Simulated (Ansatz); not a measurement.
Ligand exchange: BH(CH3)F + C2H8Si → BH(CH3)(SiH3) + C2H5F

Species: BH(CH3)F, singlet; C2H8Si `CC[SiH3]`, singlet; BH(CH3)(SiH3), singlet; C2H5F `CCF`, singlet. The partners trade F for SiH3: B–F and C–SiH3 bonds give way to B–SiH3 and C–F.

Shapes, held fixed at every level: PBE0-D4/def2-TZVP. Programs: Ansatz 0.2.0. The zero-point and thermal change to 298 K, harmonic and unscaled (PBE0-D4/def2-TZVP), is -1.4 kJ/mol.

```
               level                    kind  ΔH(298 K) (kJ/mol)  less CCSD(T)/CBS estimate
r2SCAN-D4/def2-TZVPP                meta-GGA              +233.5                       -5.4
 B3LYP-D4/def2-TZVPP           global hybrid              +232.9                       -6.0
 BHLYP-D4/def2-TZVPP           global hybrid              +237.7                       -1.2
  wB97X-V/def2-TZVPP  range-separated hybrid              +230.4                       -8.5
   B2PLYP/def2-TZVPP           double hybrid              +239.0                       +0.1
      MP2/def2-TZVPP     perturbation theory              +252.7                      +13.8
CCSD(T)/CBS estimate   coupled cluster or CI              +238.9                        0.0
```

The highest level, CCSD(T)/CBS estimate, gives ΔH(298 K) = +238.9 kJ/mol; the levels span +230.4 to +252.7. The column of differences is taken from that level and isn't an error. No measured value is set beside it here. The CBS estimate extrapolates MP2 from def2-TZVPP and def2-QZVPP and adds CCSD(T) − MP2 in the triple-zeta set, cores frozen.
